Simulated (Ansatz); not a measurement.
## Structure relaxation of K3AsOs

Method: DFT PBE, scalar-relativistic, plane waves, PAW in Ansatz 0.2.0. Cutoff 420 eV, Γ-centred k mesh, Gaussian smearing, no spin polarisation in the final step.

The start puts K3AsOs on the tetragonal perovskite structure type (P4mm, No. 99), with Os in place of Ba, As in place of Ti, K in place of O, at a guessed volume.

```
CELL_PARAMETERS angstrom
4.96341 0.00000 0.00000
0.00000 4.96341 0.00000
0.00000 0.00000 5.02561
ATOMIC_POSITIONS crystal
K 0.50000 0.50000 0.97500
K 0.00000 0.50000 0.48500
K 0.50000 0.00000 0.48500
As 0.50000 0.50000 0.51500
Os 0.00000 0.00000 0.00000
```

Cell and atoms relax at zero pressure; the relaxation can't lower the symmetry of the start. After a coarse first stage the cell is made exact in the group found at 0.06 Å.

Formation energies are uncorrected and refer to the elements' standard structures at the same level.

Question: What does it relax into?

Answer: It keeps P4mm (No. 99), but not the shape of the type it started on. Conventional cell: a = 6.284 Å, c = 6.536 Å. Around K on Wyckoff site b (1 atom of the primitive cell) lie 2 As at 3.22–3.32 Å; K on Wyckoff site c (2 atoms of the primitive cell) has 2 As at 3.14 Å and 2 Os at 3.50 Å; As is coordinated by 6 K at 3.14–3.32 Å; Os has 4 K at 3.50 Å.

```cif
data_structure
_symmetry_space_group_name_H-M 'P4mm'
_symmetry_Int_Tables_number 99
_cell_length_a 6.2837
_cell_length_b 6.2837
_cell_length_c 6.5363
_cell_angle_alpha 90.000
_cell_angle_beta 90.000
_cell_angle_gamma 90.000
_cell_volume 258.08
loop_
_atom_site_label
_atom_site_type_symbol
_atom_site_symmetry_multiplicity
_atom_site_Wyckoff_symbol
_atom_site_fract_x
_atom_site_fract_y
_atom_site_fract_z
_atom_site_occupancy
K1 K 1 b 0.50000 0.50000 0.95519 1
K2 K 2 c 0.00000 0.50000 0.43142 1
As1 As 1 b 0.50000 0.50000 0.44754 1
Os1 Os 1 a 0.00000 0.00000 0.19443 1
```

Question: What are its volume, energy, density and gap?

Answer: The volume per atom is 51.62 Å³, the density is 2.46 g/cm³ and the energy over the elements is 1.44 eV/atom. The gap on the 6×6×6 mesh is 0 eV (a metal).

The final run used a 6×6×6 mesh on its 5-atom cell and 0.10 eV smearing. The k mesh leaves about 4 meV/atom of noise in metals. Spin–orbit coupling is left out. A structure relaxed within its symmetry needn't be a true minimum. The steps took roughly 4 core-minutes in all.